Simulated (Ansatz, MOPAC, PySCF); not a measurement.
Gas-phase reaction in SMILES: SB(S)S [borotrithioic acid] + 3 [H][H] (H2) -> B (BH3) + 3 S (H2S)

Wanted: energy of full hydrogenation (enthalpy at 298 K), in kcal/mol. Set-up: valence correlation only; PM7 with its own dispersion and hydrogen-bond terms; dispersion terms only where a functional's name holds one; no spin-orbit coupling; non-relativistic. CBS(X,Y): correlation extrapolated as X^-3; Hartree-Fock from the larger set (for Q and 5 zeta extrapolated as (X+1)exp(-9√X)). First-principles rows: single points at B3LYP-D3(BJ) geometries (Ansatz, an electronic-structure program), with unscaled harmonic terms from B3LYP/6-31G* (Ansatz) at its own minima. Semi-empirical rows: MOPAC heats of formation at their own minima for 298 K.

```csv
species,coefficient,"E at BP86/def2-SVP (PySCF), Eh","E at B3LYP/def2-TZVPD (Ansatz), Eh","H(298 K) - E, kcal/mol","heat of formation at PM7 (MOPAC), kcal/mol"
SB(S)S,-1,-1221.04746,-1221.42070,25.37,-31.62
[H][H] (H2),-3,-1.17203,-1.17969,8.44,-32.01
B (BH3),+1,-26.57290,-26.62388,19.05,23.54
S (H2S),+3,-399.30556,-399.42688,11.88,-3.51
```

Coupled cluster (Ansatz) is a level with limits of its own, used here on species with T1 under 0.025 (0.045 for open shells) and stable references: CCSD(T)/CBS(cc-pV(Q+d)Z,cc-pV(5+d)Z). Value to compare with, CCSD(T)/CBS(cc-pV(Q+d)Z,cc-pV(5+d)Z) (Ansatz): 46.4 kcal/mol. 1 Eh = 627.5095 kcal/mol.

**Question.** Work the quantity out at each level, and compare with CCSD(T)/CBS(cc-pV(Q+d)Z,cc-pV(5+d)Z) (Ansatz).

**Answer.** 
- BP86/def2-SVP: the sum of coefficient times E is 0.07397 Eh, or 46.42 kcal/mol; the thermal terms add 4.00. Result: 50.4 kcal/mol. Its difference against CCSD(T)/CBS(cc-pV(Q+d)Z,cc-pV(5+d)Z) (Ansatz) is 4.0 kcal/mol.
- B3LYP/def2-TZVPD: the sum of coefficient times E is 0.05525 Eh, or 34.67 kcal/mol; the thermal terms add 4.00. Result: 38.7 kcal/mol. Its difference against CCSD(T)/CBS(cc-pV(Q+d)Z,cc-pV(5+d)Z) (Ansatz) is -7.7 kcal/mol.
- PM7: the sum of coefficient times heat of formation is 140.66 kcal/mol; it needs no thermal term. Its difference against CCSD(T)/CBS(cc-pV(Q+d)Z,cc-pV(5+d)Z) (Ansatz) is 94.3 kcal/mol.
